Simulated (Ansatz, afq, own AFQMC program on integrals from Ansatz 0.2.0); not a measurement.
# TiH, quartet in def2-TZVP along one coordinate

```xyz
2

Ti    0.0000    0.0000    0.0000
H     0.0000    0.0000    1.7540
```

The Ti1–H2 distance is changed with both sides rigid. Energies in eV count from this geometry (1.754 Å) at the same level; the start stands on UHF, each point on the determinant named.

Basis def2-TZVP. Noble-gas cores (and the filled d shells of Ga–Kr and In–Xe) are frozen. Integrals, coupled cluster, full CI and functionals: Ansatz 0.2.0; the random walks run on the same integrals in our own AFQMC program. The CISD trial takes its coefficients from CCSD amplitudes. Released means that phaseless walkers are propagated on without the constraint, phases kept. Uncertainties: one standard error, sampling alone. The metal's outer-core s and p shells are frozen, which shifts wave-function levels against functionals.

Cautions, each for one point or more: CCSDTQ on the ROHF determinant differs, by its state or its frozen core; lower spins were not checked; no relativity below Rb; outer-core shells of the metal frozen; raised T1 diagnostic; strong correlation; unrestricted determinant spin contaminated.

```tsv
r(Ti1–H2) / Å	det.	T1	weight	⟨S²⟩	CCSD(T)	ph-AFQMC/CISD	FCI	CCSDT(Q)	B2PLYP	PBE
1.576	UHF	0.056	0.92	3.76	0.262	0.256 ± 0.004	0.261	0.262	0.207	0.169
1.930	UHF‡	0.058	0.92	3.76	0.061	0.052 ± 0.004	0.061	0.060	0.100	0.113
2.447	UHF‡	0.055	0.91	3.77	0.880	0.878 ± 0.004	0.873	0.873	1.014	0.981
3.232	UHF‡	0.047	0.89	3.90	1.845	1.840 ± 0.003	1.842	1.843	2.054	2.101§
4.813	UHF	0.022	0.92	3.76	1.966	1.960 ± 0.003	1.971	1.971	2.267	2.678§
```

Weight is that of the determinant in the CISD state; at the start T1 is 0.058 and the weight 0.92, and ⟨S²⟩ is 3.76. A double dagger marks points where the walks on two determinants ended up to 0.074 eV apart; the lower is shown. Symmetry can't show for every point that it stays on the start's state. § marks a functional whose ⟨S²⟩ is too high by over 0.1. Largest departures from full CI: CCSD(T) 0.007 eV at 2.447 (on UHF), ph-AFQMC/CISD -0.011 eV at 4.813 (on UHF), CCSDT(Q) 0.001 eV at 3.232 (on UHF). The functionals aren't scored here. In total energy ph-AFQMC/CISD lies 22 ± 3 meV above full CI at the start, so its agreement along the curve rests in part on cancellation.

Some points may be missing: those where a free walk finds a much lower state, and past Zn most of those on another determinant than at the start.

CCSDT and higher add their correlation energy to the determinant of the CCSD(T) run, since their own runs factorise the integrals more tightly (a shift of under 2 meV).
